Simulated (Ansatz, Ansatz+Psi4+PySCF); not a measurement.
```xyz
3

S     0.0000    0.0000    0.3703
O     0.0000    1.2776   -0.3703
O     0.0000   -1.2776   -0.3703
```

Basis set: cc-pVTZ on O; cc-pV(T+d)Z on S (spherical functions). Left uncorrelated: 7 orbitals. Charge 0, multiplicity 1.

Computed with Ansatz (development build ahead of 0.2.0); each method stands on the lowest determinant of its kind that the runs found. Restricted open shells among the atoms or ions are ROHF, correlated in semicanonical orbitals with singles.

The atomization energy at this shape (free ground-state atoms in the same class of orbitals less the molecule, no zero-point energy) of singlet SO2:

```tsv
method	atomization energy
RHF-CCSD	9.69 eV
RHF-MP2	11.45 eV
```

(1) What does RHF-CCSD(T) give?

Answers

(1) 10.38 eV. Caution: unrestricted orbitals would lower the determinant.
